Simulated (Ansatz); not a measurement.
Compare A (`C=C=COC`) with its isomer B (`C=CCC=O`).

Gas-phase electronic energies from Ansatz, PBE0-D4/def2-TZVP geometries. CCSD(T)/CBS adds triple-zeta CCSD(T) − MP2 to the extrapolated MP2 energy (def2 sets, frozen cores). DFT in def2-TZVPP. B3LYP here is the variant with VWN-RPA as its local correlation; programs differ in this. One conformer a species, not always the lowest.

(1) Which isomer does CCSD(T)/CBS put lower? Give the gap. (Best estimate.)

(2) Give E(B) − E(A) in kJ/mol with CCSD/def2-TZVPP, CCSD(T)/def2-TZVPP, B3LYP-D4, HF/def2-TZVPP, PBE-D4, PBE0-D4, ωB97M-V. (Best estimate.)

Largest T1 diagnostic: 0.013.

## Answers

(1) Ansatz gave: B, by 128.7 kJ/mol.

(2) Ansatz gave: CCSD/def2-TZVPP -131.9, CCSD(T)/def2-TZVPP -129.4, B3LYP-D4 -117.7, HF/def2-TZVPP -142.2, PBE-D4 -114.3, PBE0-D4 -121.2, ωB97M-V -124.8. None reverses the order clearly.

From PBE to PBE0 (25 % exact exchange), in def2-TZVPP and without D4, E(B) − E(A) moves by −6.9 kJ/mol. In def2-TZVPP, CCSD(T) changes the Hartree–Fock value by +12.8 kJ/mol (the triples alone add +2.4 kJ/mol) and MP2 by +8.9 kJ/mol.
